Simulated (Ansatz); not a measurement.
# HNOSi: the cost of one run

Method: cc-pVTZ, core rule «outside noble gas», up to 7 orbitals frozen; program: Ansatz 0.2.0, Gaussian basis.

To be run: UHF; CCSD(T) on ROHF; CCSD(T) on UHF; BCCD(T) on ROHF; CCSDT(Q) on ROHF; CCSDT(Q) on UHF.

6 further runs of the same task are left out: 6 set aside as unsound or not needed. Runs told in other sessions of the task aren't counted.

## (1) The geometry

The geometry is a PBE0/def2-TZVP stationary point (not a proven minimum) of the parent state, kept for this charge and spin.

4 atoms, charge 1, spin multiplicity 2.

Atoms are counted from 1 here; the program's logs count them from 0.

Bond lengths: O1–N2 1.191 Å, N2–Si3 1.782 Å, Si3–H4 1.519 Å. Angles: O1–N2–Si3 136.4°, N2–Si3–H4 90.8°.

## (2) UHF

The input, in.yaml:

```yaml
crystal:
  periodic: [false, false, false]
  atoms:
    - {symbol: O, position_ang: [0.000000, -0.144299, 1.624079]}
    - {symbol: N, position_ang: [0.000000, 0.380867, 0.555568]}
    - {symbol: Si, position_ang: [0.000000, -0.153981, -1.144069]}
    - {symbol: H, position_ang: [0.000000, 1.288393, -1.621334]}
basis:
  gaussian: {orbitals: cc-pVTZ}
total_charge: 1
magnetization: {spin_polarized: true, initial_magnetization: 1}
hamiltonian: {xc: hf}
output: {orbitals: {seedname: orbitals}}
```

Run with:

```sh
$ ansatz run in.yaml --threads 1 --pin off --events-out ev --progress --plain --max-ram 2560MiB --backend cpu
```

Q: Estimate wall time and peak memory on 1 thread of AMD EPYC 7R13, shared host.

About 15 s, with a peak of 0.27 GiB.
